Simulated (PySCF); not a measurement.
Gas-phase reaction: SiCl3NH2 + SiH4 + HSiNH2 → 2 NH3 + 3 SiHCl

Method: PySCF energies plus ideal-gas RRHO corrections (1 bar). † marks an energy on the PBE0/def2-TZVP geometry and frequencies. MP2 and CCSD(T) freeze the core. All species are closed-shell singlets. SiCl3NH2, HSiNH2, SiHCl: computed as isolated molecules; such fragments, hydroxides, amides, oligomers or adducts are transient or little studied in the gas. MP2 isn't extrapolated to the basis-set limit; its ΔH°(298 K) is 579.8 kJ in def2-SVP and 580.7 kJ in def2-TZVPP. CCSD(T) isn't extrapolated to the basis-set limit; its ΔH°(298 K) is 528.8 kJ in def2-SVP and 536.9 kJ in def2-TZVPP. The harmonic model lacks anharmonicity and excited electronic states, which grow with temperature; levels with a mode under 35 cm⁻¹ are left out. Internal rotation in SiCl3NH2, HSiNH2 is treated as a harmonic vibration of one conformer, which makes the entropy rough.

| level | ΔE electronic, kJ | ΔH°(298 K), kJ | ΔS°(298 K), J/K | ΔG°(600 K), kJ |
|---|---|---|---|---|
| BLYP/def2-TZVP† | 468 | 466 | 329 | 270 |
| CCSD(T)/def2-SVP† | 531 | 529 | 329 | 333 |
| MP2/def2-SVP† | 582 | 580 | 329 | 384 |
| MP2/def2-TZVPP† | 583 | 581 | 329 | 385 |
| PBE0/def2-QZVP† | 543 | 541 | 329 | 345 |
| PBE0/def2-SVP† | 565 | 563 | 329 | 367 |
| r2SCAN/def2-TZVP† | 586 | 583 | 329 | 388 |
| ωB97X-V/def2-TZVP† | 579 | 577 | 329 | 381 |
ΔH° is lowest at BLYP/def2-TZVP† and highest at r2SCAN/def2-TZVP†. No reference value is set beside these.
